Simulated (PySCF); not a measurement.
Calculation: PBE-D3(BJ)/def2-TZVP // PBE0-D3(BJ)/def2-TZVP in PySCF. All species are isolated molecules in the gas phase. 

Reference species (SMILES): `C=[SiH]` (neutral, multiplicity 2).

dipole moment: 0.50 D

Changed species: `[C]#N` (radical fragment; the reference has radical fragment).

Q: Give the shifts of the dipole moment.

A: the dipole moment rises by 0.65 D, to 1.15 D.
